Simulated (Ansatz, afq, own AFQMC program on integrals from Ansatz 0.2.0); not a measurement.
Integrals from Ansatz 0.2.0, then the random walk in our own AFQMC program (afq).

```yaml
crystal:
  periodic: [false, false, false]
  atoms:
    - {symbol: C, position_ang: [0.000000, 0.000000, 0.000000]}
    - {symbol: H, position_ang: [1.887874, 0.024001, -0.000403]}
    - {symbol: H, position_ang: [-0.964723, 1.622938, -0.004840]}
    - {symbol: H, position_ang: [-0.923151, -1.646939, 0.005243]}
basis:
  gaussian: {orbitals: cc-pVDZ}
total_charge: 1
magnetization: {spin_polarized: true, initial_magnetization: 0}
correlation: {method: ccsd_t, electrons: outside_noble_gas, hamiltonian_folder: ham}
```

```sh
$ ansatz run in.yaml --threads 1 --pin off --events-out ev --progress --plain --max-ram 24576MiB --backend cuda --devices 0, --max-vram 18GiB
```

afq runs on the folder ham with

```
--method phaseless --trial hf --walkers 4000 --populations 20 --least-time 40 --time-step 0.005 --steps-per-block 20 --equilibration-blocks 160 --max-blocks 4000 --target-error 0.00145 --factor-cut 1e-05 --start spin_pure --seed 5868 --taylor-order 6
```

Times are imaginary, in 1/Eh. The walk had a cap of 49 s. With eight or more populations the least sampling time is a fifth of least-time, and the error comes from their spread.

Output of the walk:

```
orbitals 28  electrons 3 3  factors 179 of 268
reference energy -38.84650670 Eh
CCSD correlation -0.17663597 Eh in 18 cycles, weight of the determinant in the CISD state 0.6290
energy of the start -38.872727 Eh
 block  time / (1/Eh)  mean weight  energy / Eh
     1     0.100  1.0004  -38.895719
     2     0.200  1.0008  -38.914000
     3     0.300  1.0007  -38.930096
     4     0.400  1.0006  -38.941014
     5     0.500  1.0006  -38.952843
     8     0.800  1.0004  -38.975303
    13     1.300  1.0000  -38.996491
    25     2.500  1.0001  -39.020573
    31     3.100  1.0003  -39.028162
    49     4.900  1.0002  -39.034641
    67     6.700  0.9999  -39.028563
    85     8.500  1.0002  -39.030815
   103    10.300  0.9996  -39.035351
   121    12.100  1.0004  -39.035881
   139    13.900  0.9997  -39.030211
   157    15.700  1.0002  -39.028307
   163    16.300  1.0001  -39.040157
   175    17.500  1.0003  -39.037468
   193    19.300  1.0002  -39.036434
   211    21.100  1.0000  -39.030168
   229    22.900  0.9998  -39.036938
   235    23.500  1.0000  -39.034962
error from the spread of 20 populations
energy -39.034995 +/- 0.001057 Eh
(rows thinned)
```

The run passed its tests (sampling time, drift between the halves within three errors, error under three times the target), which doesn't prove that it has relaxed.

Against this walk (error 28.8 meV) on the same determinant: CCSD(T) 79.1 meV higher, CCSDT(Q) 72.1 meV lower, CCSDTQ 70.6 meV lower, full CI 72.0 meV lower, a separate phaseless walk with a CISD trial and standard settings 29.0 ± 29.7 meV higher (within the noise). The error is statistical and leaves out the bias of the constraint. The determinant has ⟨S²⟩ = 0.84, so the low cluster orders mix in higher spin, while the walk starts as a pure singlet. The determinant is a poor start (see the cautions), so the low cluster orders aren't to be relied on, and full CI is the sure value.

Cautions: constraint bias not in the error; an unrestricted solution with more broken spin lies lower (530 meV, ⟨S²⟩ 1.25); strong correlation (T1 0.146, weight of the determinant 0.63, largest double 0.16); unrestricted determinant spin contaminated (⟨S²⟩ 0.84 against 0.00); CCSD(T) is in doubt: in a space of 6 electrons in 8 natural orbitals full CI lies 120 meV below it.

The walk took 18 s on 1 × NVIDIA H100 80GB HBM3 with 2 threads of AMD EPYC 7R13 Processor (Zen 3), with other jobs on the host (the card was shared). The log's last line is the phaseless energy.

CCSDT and higher add their correlation energy to the determinant of the CCSD(T) run, since their own runs factorise the integrals more tightly (a shift of under 2 meV). A walk keeps the symmetry of its determinant, which the program's search chose and which needn't be the lowest solution, so a lower state of the same spin and another symmetry isn't excluded.
